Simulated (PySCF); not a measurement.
difluoromethane cation (CH₂F₂), SMILES FCF (connectivity only; charge and spin as stated), charge +1, multiplicity 2.

Geometry optimised at ωB97X-D3(BJ)/def2-TZVP. The multiplicity is an assumed one; other spin states were not compared.

All values below come from ωB97X-D3(BJ)/def2-TZVP (PySCF 2.14.0).

Frequencies are harmonic and unscaled.

```json
[
 {"mode": "1", "ν (cm⁻¹)": "597", "IR (km/mol)": "24.4", "moving atoms (share of kinetic energy)": "F 79 %, C 18 %"},
 {"mode": "2", "ν (cm⁻¹)": "639", "IR (km/mol)": "30.2", "moving atoms (share of kinetic energy)": "C 47 %, H 46 %"},
 {"mode": "3", "ν (cm⁻¹)": "994", "IR (km/mol)": "0.0", "moving atoms (share of kinetic energy)": "H 97 %"},
 {"mode": "4", "ν (cm⁻¹)": "1061", "IR (km/mol)": "88.2", "moving atoms (share of kinetic energy)": "H 93 %"},
 {"mode": "5", "ν (cm⁻¹)": "1090", "IR (km/mol)": "134.4", "moving atoms (share of kinetic energy)": "H 90 %"},
 {"mode": "6", "ν (cm⁻¹)": "1274", "IR (km/mol)": "116.6", "moving atoms (share of kinetic energy)": "F 48 %, C 44 %, H 8 %"},
 {"mode": "7", "ν (cm⁻¹)": "1459", "IR (km/mol)": "212.8", "moving atoms (share of kinetic energy)": "C 69 %, F 31 %"},
 {"mode": "8", "ν (cm⁻¹)": "2144", "IR (km/mol)": "276.5", "moving atoms (share of kinetic energy)": "H 98 %"},
 {"mode": "9", "ν (cm⁻¹)": "2514", "IR (km/mol)": "85.6", "moving atoms (share of kinetic energy)": "H 92 %, C 8 %"}
]
```
